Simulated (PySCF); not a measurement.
## Dipole moment and polarisability of acetyl fluoride

Species: acetyl fluoride, C₂H₃FO.
Cartesian coordinates in Å at the PBE0-D3(BJ)/def2-SVP level; atoms count from 1:
```
atom  x, y, z in Å
C1    -0.6385   -0.0712   -0.1213
C2     0.8356   -0.0390    0.1041
O3     1.6403   -0.8657   -0.1543
F4     1.2071    1.1257    0.6632
H5    -1.1682    0.2082    0.8002
H6    -0.9443   -1.0677   -0.4577
H7    -0.9003    0.6758   -0.8862
```

Level: B3LYP/def2-SVPD (PySCF), static field, nuclei fixed, core orbitals frozen in the response. The polarisability tensor in these axes (au):

```
x   33.38 -2.42  0.38
y   -2.42 30.62  2.60
z    0.38  2.60 25.13
```

Diagonalise the tensor; give its mean and Δα, where Δα² is half the sum of the squared differences of the eigenvalues.

Principal values 23.91, 30.32 and 34.89 au; mean 29.71 au = 4.40 Å³ = 4.90 × 10⁻⁴⁰ C²·m²/J; Δα = 9.55 au (32 % of the mean).

What is the dipole moment, and where does it point?

(-2.95, 0.48, -0.22) D, 3.00 D in size, pointing from the negative to the positive side. Measured along this direction, the outermost atoms are O3 at the negative end and H5 and H7 at the positive end.

Rayleigh depolarisation ratio (linearly polarised light, static tensor)?

ρ = 3Δα²/(45ᾱ² + 4Δα²) = 273.5/(39712 + 364.7) ≈ 0.00683.

What would n − 1 = 2πNα be for an ideal gas of these molecules at 350 K and 1 atm, electronic part alone?

N = p/kT = 2.0968 × 10¹⁹ cm⁻³, so n − 1 = 2π × N × 4.40 × 10⁻²⁴ cm³ = 580 × 10⁻⁶ at long wavelengths, for an ideal gas.

Find the Langevin capture rate constant for NH4+ (18.034 u) meeting this molecule (62.017 u), k = 2.342 × 10⁻⁹ cm³/s × √(α in Å³ / reduced mass in u).

The reduced mass is 13.97 u, so k = 1.31 × 10⁻⁹ cm³/s. The formula leaves out the permanent dipole, which adds to the capture rate.

Form Σ f/ω² (atomic units) for the 6 lowest TDDFT singlets, given as eV and f, and set it beside the mean polarisability, which is this sum over all singlets: 6.00, 0.0012; 8.04, 0.0316; 8.67, 0.0000; 9.11, 0.0951; 9.64, 0.0878; 9.74, 0.0027.

They add up to 1.96 au, 6.6 % of the 29.71 au; the largest single term is 0.85 au, from the state at 9.11 eV. Terms in order: 0.02, 0.36, 0.00, 0.85, 0.70, 0.02 au. Higher excitations give the rest. The strengths listed sum to 0.218.

Estimate the molar refractivity from the static electronic polarisability.

Lorentz–Lorenz: R = (4π/3)N_A α = 2.5225 cm³/(mol·Å³) × 4.40 Å³ = 11.1 cm³/mol, in the limit of long wavelengths.

Geometry: PBE0-D3(BJ)/def2-SVP; no solvent, vibrations or thermal averaging.
